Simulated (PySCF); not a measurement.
Gas-phase reaction: 2 c-Si3H6 + 3 C4H10 (n-butane) ⇌ 3 (CH3)2SiH2 + 3 vinylsilane

Method: PySCF energies plus ideal-gas RRHO corrections (1 bar). † marks an energy on the PBE0/def2-TZVP geometry and frequencies; other levels use their own. 6-31G* has spherical d functions here. All species are closed-shell singlets. B3LYP is the form with VWN-RPA correlation. c-Si3H6: computed as isolated molecules; such fragments, hydroxides, amides, oligomers or adducts are transient or little studied in the gas.

```tsv
level	ΔH°(298 K), kJ
B3LYP/6-31G*	…
BLYP/def2-TZVP†	-188
HF/6-31G*	…
PBE/def2-SVP	…
PBE/def2-TZVP†	-43
LDA/def2-TZVP†	54
```

Problem. What belongs in the gaps?

Solution. 
- B3LYP/6-31G*, ΔH°(298 K), kJ: -67
- HF/6-31G*, ΔH°(298 K), kJ: -158
- PBE/def2-SVP, ΔH°(298 K), kJ: 19
